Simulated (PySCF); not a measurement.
**Choosing a basis for TDDFT**

C₅H₁₄N (charge +1).
Atom-mapped SMILES: `[CH3:1][NH2+:2][C:3]([CH3:4])([CH3:5])[CH3:6]` (hydrogens: H7, H8, H9 on C1; H10, H11 on N2; H12, H13, H14 on C4; H15, H16, H17 on C5; H18, H19, H20 on C6)

TDDFT with PBE0 (PySCF), vertical singlets, core orbitals frozen in the response, spherical d and f functions. Geometry: PBE0-D3(BJ)/def2-SVP; no solvent, vibrations or thermal averaging.

```json
{"basis": "6-31G*", "functions": "112", "diffuse": "no", "S1 (eV)": "9.48", "S2 (eV)": "9.54", "S3 (eV)": "10.12", "S4 (eV)": "10.25", "S5 (eV)": "10.55", "LUMO (eV)": "-3.53", "α (au)": "58.2"}
{"basis": "6-31+G*", "functions": "136", "diffuse": "yes", "S1 (eV)": "8.78", "S2 (eV)": "8.83", "S3 (eV)": "9.40", "S4 (eV)": "9.53", "S5 (eV)": "9.83", "LUMO (eV)": "-4.42", "α (au)": "61.9"}
{"basis": "def2-SVP", "functions": "154", "diffuse": "no", "S1 (eV)": "9.24", "S2 (eV)": "9.29", "S3 (eV)": "9.80", "S4 (eV)": "9.97", "S5 (eV)": "10.22", "LUMO (eV)": "-3.90", "α (au)": "59.8"}
{"basis": "aug-cc-pVDZ", "functions": "264", "diffuse": "yes", "S1 (eV)": "8.65", "S2 (eV)": "8.71", "S3 (eV)": "9.25", "S4 (eV)": "9.38", "S5 (eV)": "9.68", "LUMO (eV)": "-4.53", "α (au)": "66.9"}
{"basis": "def2-TZVP", "functions": "270", "diffuse": "no", "S1 (eV)": "8.89", "S2 (eV)": "8.95", "S3 (eV)": "9.49", "S4 (eV)": "9.63", "S5 (eV)": "9.92", "LUMO (eV)": "-4.24", "α (au)": "65.4"}
```

Compare the sets with the largest diffuse one.

States are compared by their number. Against the largest diffuse basis here (aug-cc-pVDZ, itself not a converged limit), sets without diffuse functions differ by up to 0.83 eV in S1 and 0.86 eV in S5; the smaller diffuse sets differ by up to 0.13 and 0.15 eV. State by state, the largest deviation of a set without diffuse functions is S1 0.83, S2 0.83, S3 0.87, S4 0.87, S5 0.86 eV. The same number needn't mean the same state in each row. Against aug-cc-pVDZ the polarisability deviates by -13% in 6-31G*, -7% in 6-31+G*, -11% in def2-SVP, -2% in def2-TZVP. A single + in a Pople set puts diffuse functions on heavy atoms only.
